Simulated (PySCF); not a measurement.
# SiP⁻ at RHF-SCS-MP2

Computed with RHF-SCS-MP2; PySCF, no relativity, basis sets Si def2-TZVPPD, P def2-TZVPPD.

```json
{"state": "¹Σ⁺ (singlet), closed shell", "bond length": "2.024 Å", "harmonic wavenumber": "665 cm⁻¹", "force constant": "3.83 mdyn/Å", "rotational constant Be": "0.2800 cm⁻¹", "anharmonicity ωexe": "2.71 cm⁻¹", "vibration–rotation constant αe": "0.00148 cm⁻¹"}
```

Correlated steps freeze 10 core orbitals.
